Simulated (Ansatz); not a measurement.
# C2H3N: the cost of one run

Method: the levels named in each step, in Ansatz 0.2.0.

### Step 1. The starting structure

Bond lengths: C1–N2 1.162 Å, N2–C3 1.396 Å, C3–H4 1.091 Å, C3–H5 1.091 Å, C3–H6 1.092 Å. Angles: C1–N2–C3 179.7°, N2–C3–H4 109.5°, N2–C3–H5 109.5°, N2–C3–H6 109.3°, H4–C3–H5 109.6°, H4–C3–H6 109.5°, H5–C3–H6 109.5°.

As a file:

```xyz
6

C     1.3596    0.0179    0.0151
N     0.1983    0.0047    0.0019
C    -1.1979   -0.0174   -0.0131
H    -1.5427   -0.7531   -0.7412
H    -1.5682   -0.2831    0.9783
H    -1.5717    0.9709   -0.2887
```

### Step 2. A rough first relaxation, PBE-D4/def2-SVP

This run stands in another session on the same molecule. It ended at:

```xyz
6

C     1.4028    0.0180    0.0157
N     0.2173    0.0046    0.0022
C    -1.1955   -0.0164   -0.0132
H    -1.5634   -0.7605   -0.7484
H    -1.5894   -0.2859    0.9877
H    -1.5944    0.9801   -0.2916
```

### Step 3. Relaxation, PBE0-D4/def2-TZVPP

This run stands in another session on the same molecule. It ended at:

```xyz
6

C     1.3745    0.0191    0.0152
N     0.2106    0.0030    0.0023
C    -1.1986   -0.0167   -0.0132
H    -1.5516   -0.7502   -0.7383
H    -1.5770   -0.2821    0.9740
H    -1.5806    0.9667   -0.2877
```

### Step 4. Relaxation, CCSD(T)/cc-pV(T+d)Z

File input.yaml:

```yaml
crystal:
  periodic: [false, false, false]
  atoms:
    - { symbol: C, position_ang: [1.37454554, 0.0190985, 0.01516929] }
    - { symbol: "N", position_ang: [0.21059734, 0.00295345, 0.00232403] }
    - { symbol: C, position_ang: [-1.19855386, -0.01667692, -0.01322167] }
    - { symbol: H, position_ang: [-1.55160112, -0.75019685, -0.73825781] }
    - { symbol: H, position_ang: [-1.57702674, -0.2821411, 0.97402689] }
    - { symbol: H, position_ang: [-1.58057115, 0.9667329, -0.28771072] }
basis:
  gaussian: { orbitals: "cc-pV(T+d)Z.json" }
correlation:
  method: ccsd_t
relax:
  f_tol: 0.002
  max_steps: 40
```

On the command line:

```bash
$ ansatz run input.yaml --threads 4 --pin off --max-ram 10240MiB --backend cpu --events-out ev --progress --plain --runs-dir out
```

What time and memory should one allow on 4 threads of Arm Neoverse V2, shared host?

About 1.9 min, with a peak of 1.4 GiB.
